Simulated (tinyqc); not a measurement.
Inside a calculation. Method: UKS/BP86 in the sto-3g basis, for BH, spin multiplicity 3. One step of it, computed by the program tinyqc.

Task: Orthogonalisation. S = U s U^T; symmetric (Loewdin) form X = U s^(-1/2) U^T, so that X^T S X = 1.

overlap S:
```
           1B 1s     1B 2s    1B 2px    1B 2py    1B 2pz     2H 1s
1B 1s   1.000000  0.269328  0.000000  0.000000  0.000000  0.005119
1B 2s   0.269328  1.000000  0.000000  0.000000  0.000000  0.100315
1B 2px  0.000000  0.000000  1.000000  0.000000  0.000000  0.000000
1B 2py  0.000000  0.000000  0.000000  1.000000  0.000000  0.000000
1B 2pz  0.000000  0.000000  0.000000  0.000000  1.000000  0.137970
2H 1s   0.005119  0.100315  0.000000  0.000000  0.137970  1.000000
```

Give: eigenvalues of S; X.

Result:

eigenvalues of S: 0.7096  0.8709  1.0000  1.0000  1.1251  1.2944

X:
```
          1B 1s    1B 2s  1B 2px  1B 2py   1B 2pz    2H 1s
1B 1s    1.0289  -0.1419  0.0000  0.0000  -0.0010   0.0082
1B 2s   -0.1419   1.0329  0.0000  0.0000   0.0055  -0.0530
1B 2px   0.0000   0.0000  1.0000  0.0000   0.0000   0.0000
1B 2py   0.0000   0.0000  0.0000  1.0000   0.0000   0.0000
1B 2pz  -0.0010   0.0055  0.0000  0.0000   1.0073  -0.0703
2H 1s    0.0082  -0.0530  0.0000  0.0000  -0.0703   1.0113
```
